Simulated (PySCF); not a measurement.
Which determinant of HCl lies lowest?

Unrestricted PBE0; PySCF, no relativity, basis sets H pcseg-2, Cl pcseg-2. Outer shells of the fragments: H 1s1; Cl 3s2 3p5.

Followed along the bond (rough minima from three points):

| 2Ms+1 | unpaired | ⟨S²⟩ at the start | R at minimum (Å) | Te (eV) |
| --- | --- | --- | --- | --- |
| 1 | none | 0.00 | 1.28 | 0.00 |
| 3 | σ ↑, π ↑ | 2.00 | none in the scan | ≤ 6.46 |

Solutions found at the starting distance of 1.290 Å, counted from the lowest of them; the search is not exhaustive and high or unbound solutions are not listed, so other states can lie among these:

```tsv
2Ms+1	unpaired	term	E (eV)	⟨S²⟩	⟨Lz²⟩	μ (D)
1	none	¹Σ⁺	0.00	0.00	0.00	-1.29
3	σ ↑, π ↑	³Π	7.16	2.00	1.01	1.71
```

A term symbol is given only where ⟨S²⟩ and ⟨Lz²⟩ are close to those of a pure state; real π, δ and φ orbitals otherwise mix terms. A positive dipole means H(−)Cl(+).

Counting both spins, an empty level lies below a filled one in some of these solutions, because spin and occupation are held.
